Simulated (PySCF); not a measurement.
Breaking a bond: NH, triplet.

Levels: UKS-wB97X-V = unrestricted wB97X-V/cc-pVTZ run with PySCF; UKS-CAM-B3LYP = unrestricted CAM-B3LYP/cc-pVTZ in PySCF 2.14.0; ROHF/cc-pVTZ (PySCF).

Magnitude of the dipole moment (D; its direction can reverse along the curve, and a method can change to another solution) and Mulliken charge of the fragment that holds N1:

```tsv
R / Å	μ UKS-wB97X-V	q UKS-wB97X-V	μ UKS-CAM-B3LYP	q UKS-CAM-B3LYP	μ ROHF	q ROHF
0.83	1.68	-0.17	1.69	-0.17	1.72	-0.20
0.89	1.66	-0.16	1.67	-0.16	1.70	-0.19
0.93	1.64	-0.16	1.65	-0.16	1.69	-0.18
0.98	1.60	-0.16	1.62	-0.16	1.67	-0.18
1.00	1.59	-0.15	1.61	-0.16	1.66	-0.17
1.04	1.56	-0.15	1.58	-0.16	1.63	-0.17
1.08	1.53	-0.15	1.55	-0.16	1.61	-0.16
1.09	1.52	-0.15	1.54	-0.16	1.60	-0.16
1.15	1.47	-0.15	1.49	-0.16	1.55	-0.16
1.20	1.42	-0.15	1.45	-0.16	1.50	-0.15
1.28	1.34	-0.14	1.37	-0.15	1.42	-0.15
1.42	1.18	-0.13	1.22	-0.14	1.24	-0.13
1.55	1.01	-0.10	1.05	-0.11	1.05	-0.10
1.73	0.69	-0.07	0.74	-0.08	0.78	-0.07
1.88	0.45	-0.04	0.51	-0.05	0.55	-0.04
2.09	0.24	-0.02	0.28	-0.03	0.25	-0.01
2.26	0.15	-0.01	0.18	-0.01	0.02	0.02
2.54	0.07	0.00	0.08	0.00	0.31	0.05
2.83	0.03	0.00	0.03	0.00	0.59	0.06
3.15	0.01	0.00	0.01	0.00	0.84	0.07
3.65	0.00	0.00	0.00	0.00	1.12	0.08
4.15	0.00	0.00	0.00	0.00	1.29	0.07
```

The unrestricted determinant behind UKS-wB97X-V, UKS-CAM-B3LYP is spin-contaminated at 1.73 to 4.15 Å (<S²> up to 3.0, against 2.00 for a pure triplet).
